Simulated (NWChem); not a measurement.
Basis-set convergence for acetylene (C₂H₂)

```xyz
4

C      0.0000     0.0000    -0.6045
C      0.0000     0.0000     0.6045
H      0.0000     0.0000    -1.6789
H      0.0000     0.0000     1.6789
```
Charge 0, spin multiplicity 1.

The numbers come from NWChem runs, not from measurements. Structure: optimised with B3LYP/def2-SVP, a minimum by its harmonic frequencies.

Quantity: vertical ionisation energy at the level ΔPBE (Δ: difference of total energies, the cation a doublet at the parent's geometry with its hole in an orbital of symmetry b3u (D2h labels); it is the state that the SCF runs reached, from PBE0 orbitals for Hartree-Fock references, and need not be the lowest).

The Pople sets run with spherical d functions. No SCF solution was tested for a lower state.

```csv
basis,functions,vertical ionisation energy (eV)
STO-3G,12,…
3-21G,22,…
6-31G*,32,…
cc-pVDZ,38,11.29
def2-SVP,38,11.37
6-311G**,48,11.34
def2-SVPD,56,11.42
aug-pcseg-1,64,11.41
cc-pVTZ,88,11.35
cc-pVQZ,170,11.36
```

### Question
What belongs in the gaps?

### Answer

- STO-3G, vertical ionisation energy (eV): 10.62
- 3-21G, vertical ionisation energy (eV): 11.49
- 6-31G*, vertical ionisation energy (eV): 11.14
